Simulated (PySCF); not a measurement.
# C₄H₈P−: fields and orbitals

Aim: take C₄H₈P− and analyse its density (charges, bond critical points, surface potential), see where an electron leaves and enters and compute its lowest excited states.

The runs use PySCF 2.14.0; levels as typed in each script, gas phase, geometry from GFN2-xTB.

## (1) The system as given

SMILES `C=C[P-]CC`, 13 atoms, charge -1, spin multiplicity 1.

Bond lengths: C1–C2 1.344 Å, C1–H6 1.078 Å, C1–H7 1.083 Å, C2–P3 1.765 Å, C2–H8 1.090 Å, P3–C4 1.882 Å, C4–C5 1.523 Å, C4–H9 1.095 Å, C4–H10 1.096 Å, C5–H11 1.095 Å, C5–H12 1.089 Å, C5–H13 1.089 Å. Angles: C2–C1–H6 121.8°, C2–C1–H7 121.6°, H6–C1–H7 116.6°, C1–C2–P3 126.9°, C1–C2–H8 117.9°, P3–C2–H8 115.1°, C2–P3–C4 97.3°, P3–C4–C5 114.1°, P3–C4–H9 106.2°, P3–C4–H10 109.3°, C5–C4–H9 109.5°, C5–C4–H10 110.0°, H9–C4–H10 107.5°, C4–C5–H11 111.3°, C4–C5–H12 110.0°, C4–C5–H13 109.9°, H11–C5–H12 108.8°, H11–C5–H13 108.9° and more.

Geometry (Å):

```xyz
13
C4H8P
C    -2.4982    0.5412    0.0689
C    -1.1952    0.4085   -0.2311
P    -0.1473   -0.9516    0.1759
C     1.4533   -0.2351   -0.5080
C     2.0664    0.8552    0.3607
H    -3.0308   -0.2091    0.6305
H    -3.0693    1.4046   -0.2500
H    -0.7184    1.2065   -0.8006
H     2.1524   -1.0742   -0.5901
H     1.2758    0.1464   -1.5203
H     2.9977    1.2340   -0.0743
H     1.3680    1.6837    0.4682
H     2.2757    0.4628    1.3544
```

## (2) Density, bond paths and surface potential (PBE0/6-311+g**)

File input.py:

```python
import numpy as np
from pyscf import gto, scf, dft
from pyscf.scf import atom_ks, atom_hf
from scipy.linalg import block_diag

def solve(mol, dm0=None, hcore=None):
    mf = (dft.UKS if mol.spin else dft.RKS)(mol, xc='pbe0')
    mf.grids.level = 3
    mf = mf.density_fit(auxbasis='def2-universal-jkfit')
    mf.conv_tol, mf.max_cycle = 1e-8, 80
    if hcore is not None:
        mf.get_hcore = lambda *args: hcore
    mf.kernel(dm0)
    if not mf.converged:
        mf = mf.newton().run(mf.mo_coeff, mf.mo_occ, max_cycle=30)
    assert mf.converged, 'SCF not converged'
    return mf

mol = gto.M(atom='''
C     -2.49820     0.54116     0.06893
C     -1.19518     0.40852    -0.23111
P     -0.14726    -0.95155     0.17592
C      1.45328    -0.23513    -0.50796
C      2.06640     0.85523     0.36069
H     -3.03082    -0.20912     0.63052
H     -3.06927     1.40464    -0.24998
H     -0.71844     1.20645    -0.80060
H      2.15243    -1.07425    -0.59010
H      1.27585     0.14638    -1.52030
H      2.99768     1.23396    -0.07426
H      1.36796     1.68373     0.46819
H      2.27570     0.46284     1.35444
''', basis='6-311+g**', charge=-1, spin=0, verbose=4)
mf = solve(mol)
mf.analyze()
# spherically averaged free atoms, for the promolecule
atm = atom_ks.get_atm_nrks(mol, xc='pbe0')
pro = block_diag(*[(atm[a[0]][2] * atm[a[0]][3]) @ atm[a[0]][2].T for a in mol._atom])
np.savez('result.npz', e=mf.e_tot, c=mf.mo_coeff, occ=mf.mo_occ, eps=mf.mo_energy, pro=pro, dip=mf.dip_moment(verbose=0), s2=mf.spin_square()[0])
```

Launch:

```sh
OMP_NUM_THREADS=1 python input.py
```

## (4) Removing and adding an electron (B3LYP/def2-svpd)

input.py: that of step 2 with these lines changed.

```diff
@@ -6,3 +6,3 @@
 def solve(mol, dm0=None, hcore=None):
-    mf = (dft.UKS if mol.spin else dft.RKS)(mol, xc='pbe0')
+    mf = (dft.UKS if mol.spin else dft.RKS)(mol, xc='b3lyp')
     mf.grids.level = 3
@@ -32,8 +32,17 @@
 H      2.27570     0.46284     1.35444
-''', basis='6-311+g**', charge=-1, spin=0, verbose=4)
+''', basis='def2-svpd', charge=-1, spin=0, verbose=4)
 mf = solve(mol)
-mf.analyze()
+out = dict(e0=mf.e_tot, dm0=mf.make_rdm1(), c=mf.mo_coeff, occ=mf.mo_occ, eps=mf.mo_energy)
+for name, dq, spin in [('cation', 1, 1)]:
+    ion = mol.copy().set(charge=mol.charge + dq, spin=spin).build()
+    mi = solve(ion)
+    if spin and dq > 0 and mol.nao < 130:
+        c, _, stable, _ = mi.stability(return_status=True)
+        if not stable:
+            mi = solve(ion, mi.make_rdm1(c, mi.mo_occ))
+    print(name, 'vertical energy change / eV', (mi.e_tot - mf.e_tot) * 27.211386)
+    out.update({'e_' + name: mi.e_tot, 'dm_' + name: mi.make_rdm1(), 's2_' + name: mi.spin_square()[0], 'eps_' + name: mi.mo_energy, 'occ_' + name: mi.mo_occ})
 # spherically averaged free atoms, for the promolecule
-atm = atom_ks.get_atm_nrks(mol, xc='pbe0')
+atm = atom_ks.get_atm_nrks(mol, xc='b3lyp')
 pro = block_diag(*[(atm[a[0]][2] * atm[a[0]][3]) @ atm[a[0]][2].T for a in mol._atom])
-np.savez('result.npz', e=mf.e_tot, c=mf.mo_coeff, occ=mf.mo_occ, eps=mf.mo_energy, pro=pro, dip=mf.dip_moment(verbose=0), s2=mf.spin_square()[0])
+np.savez('result.npz', pro=pro, **out)
```

## (6) Excited states (PBE/6-311+g**)

File input.py:

```python
import numpy as np
from pyscf import gto, scf, dft, tdscf
from pyscf.scf import atom_ks, atom_hf
from scipy.linalg import block_diag

def solve(mol, dm0=None, hcore=None):
    mf = (dft.UKS if mol.spin else dft.RKS)(mol, xc='pbe')
    mf.grids.level = 3
    mf = mf.density_fit(auxbasis='def2-universal-jkfit')
    mf.conv_tol, mf.max_cycle = 1e-8, 80
    if hcore is not None:
        mf.get_hcore = lambda *args: hcore
    mf.kernel(dm0)
    if not mf.converged:
        mf = mf.newton().run(mf.mo_coeff, mf.mo_occ, max_cycle=30)
    assert mf.converged, 'SCF not converged'
    return mf

mol = gto.M(atom='''
C     -2.49820     0.54116     0.06893
C     -1.19518     0.40852    -0.23111
P     -0.14726    -0.95155     0.17592
C      1.45328    -0.23513    -0.50796
C      2.06640     0.85523     0.36069
H     -3.03082    -0.20912     0.63052
H     -3.06927     1.40464    -0.24998
H     -0.71844     1.20645    -0.80060
H      2.15243    -1.07425    -0.59010
H      1.27585     0.14638    -1.52030
H      2.99768     1.23396    -0.07426
H      1.36796     1.68373     0.46819
H      2.27570     0.46284     1.35444
''', basis='6-311+g**', charge=-1, spin=0, verbose=4)
mf = solve(mol)
td = mf.TDDFT()
td.nstates, td.singlet, td.conv_tol = 6, True, 1e-5
td.kernel()
td.analyze()
x, y = np.array([p[0] for p in td.xy]), np.array([p[1] + 0 * p[0] for p in td.xy])
f, mu = td.oscillator_strength(), td.transition_dipole()
nto = [td.get_nto(state=i + 1, verbose=4) for i in range(len(td.e))]
# spherically averaged free atoms, for the promolecule
atm = atom_ks.get_atm_nrks(mol, xc='pbe')
pro = block_diag(*[(atm[a[0]][2] * atm[a[0]][3]) @ atm[a[0]][2].T for a in mol._atom])
np.savez('result.npz', e=td.e, f=f, ok=td.converged, w=[n[0] for n in nto], nto=[n[1] for n in nto], x=x, y=y, c=mf.mo_coeff, occ=mf.mo_occ, eps=mf.mo_energy, pro=pro, mu=mu)
```

(Steps that only read results are left out.)

Q: Predict the outcome of this session. Wanted: dipole moment; HOMO, LUMO; vertical ionisation energy; lowest singlet excitation.

**Answer**, as computed:

| quantity | value |
| --- | --- |
| dipole moment (PBE0/6-311+g**) | 3.86 D |
| HOMO, LUMO (PBE0/6-311+g**) | 0.64, 3.50 eV |
| vertical ionisation energy (B3LYP/def2-svpd) | 0.93 eV |
| lowest singlet excitation (PBE/6-311+g**) | 1.68 eV |

What this shows: At PBE0/6-311+g**: The highest Hirshfeld charge is on H12 (+0.02 e), the lowest on P3 (−0.32 e). The ionisation energy from two SCF runs, 0.93 eV, lies 1.9 eV above −ε(HOMO) = -1.00 eV of the same level, B3LYP/def2-svpd, since self-interaction lifts this functional's HOMO. All values hold at the given geometry, in the gas phase.
